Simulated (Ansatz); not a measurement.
SnBr₂ (Pnma, No. 62; cell taken from a computed entry) was calculated with LDA (Ansatz, a first-principles code, PAW).

Numerical settings: plane-wave cutoff 520 eV, 4×8×4 k mesh (along the axes of the cell as run), Fermi–Dirac smearing 0.01 eV, scalar-relativistic PAW data made under PBE.

Cell (relaxed at this level):

SnBr₂ is taken in the orthorhombic space group Pnma (No. 62), Pearson symbol oP12. Cell: a = 7.978 Å, b = 4.100 Å, c = 10.390 Å, α = 90.00°, β = 90.00°, γ = 90.00°. Sn on 4c has 5 Br at 2.825–3.013 Å and 3 Br at 3.315–3.384 Å. Br1 on 4c is surrounded by 1 Sn at 2.825 Å and 2 Sn at 3.013 Å and 1 Sn at 3.315 Å. Br2 on 4c is coordinated by 2 Sn at 2.887 Å and 2 Sn at 3.384 Å. (Neighbours: up to the widest gap in distance over summed covalent radii, below 1.35, at either atom; cation-cation and far metal-metal contacts left out.)

### Question
What does this level give for the band gap?

### Answer

- band gap: 2.01 eV (on the SCF k mesh)

Note: the relaxation could not lower the start's symmetry, so the cell can be a saddle point above a distorted one.

Spin–orbit coupling is not included.

Computing time: about 11 core-minutes (a rough figure).
